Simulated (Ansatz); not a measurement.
Barrier HO + CH4 (SMILES C) via CH5O, on the benchmark's geometries as Psi4's copy gives them; open shells unrestricted, no zero-point energy, no spin–orbit coupling.
Transition structure (charge 0, multiplicity 2):
```xyz
7

C     -1.2115     0.0080     0.0004
O      1.2940    -0.1087     0.0001
H      0.0095    -0.1180     0.0028
H     -1.5255    -0.2333     1.0101
H     -1.4307     1.0332    -0.2781
H     -1.5527    -0.7101    -0.7377
H      1.4166     0.8499    -0.0006
```

Correlated levels freeze the cores. MP2 and its Hartree–Fock in aug-cc-pVQZ are density fitted.

Run with Ansatz (a first-principles code) with Gaussian orbitals. 

The barrier height is − E(HO) − E(CH4) + E(TS). Total energies (hartree):

| level | HO | CH4 | TS |
|---|---|---|---|
| HF/aug-cc-pVTZ | -75.4216713 | -40.2136260 | -115.5930106 |
| MP2/aug-cc-pVTZ | -75.6263365 | -40.4144545 | -116.0284609 |
| HF/aug-cc-pVQZ | -75.4266649 | -40.2162651 | -115.6004469 |
| MP2/aug-cc-pVQZ | -75.6465693 | -40.4273326 | -116.0616728 |
| MP2/aug-cc-pVDZ | -75.5655350 | -40.3674264 | -115.9206627 |
| CCSD(T)/aug-cc-pVDZ | -75.5839774 | -40.3952309 | -115.9689039 |

Problem. Work out the barrier height at the basis-set limit: extrapolate the MP2 correlation part as X⁻³, take Hartree–Fock from the larger set, and add the CCSD(T) − MP2 difference of aug-cc-pVDZ.

Solution. 
1. Differences (1 hartree = 627.509 kcal/mol): HF/aug-cc-pVTZ 26.535; MP2/aug-cc-pVTZ 7.737; HF/aug-cc-pVQZ 26.659; MP2/aug-cc-pVQZ 7.674; MP2/aug-cc-pVDZ 7.718; CCSD(T)/aug-cc-pVDZ 6.466.
2. Correlation parts, MP2 less HF: -18.798 in aug-cc-pVTZ (X = 3), -18.985 in aug-cc-pVQZ (X = 4).
3. Limit (4³·(-18.985) − 3³·(-18.798))/(4³ − 3³) = -19.121; with HF/aug-cc-pVQZ it gives 7.538.
4. CCSD(T) less MP2 in aug-cc-pVDZ: -1.251.
Result: 6.29 kcal/mol, against 7.74 at MP2/aug-cc-pVTZ. It is an estimate of this method's limit, not of the exact value.
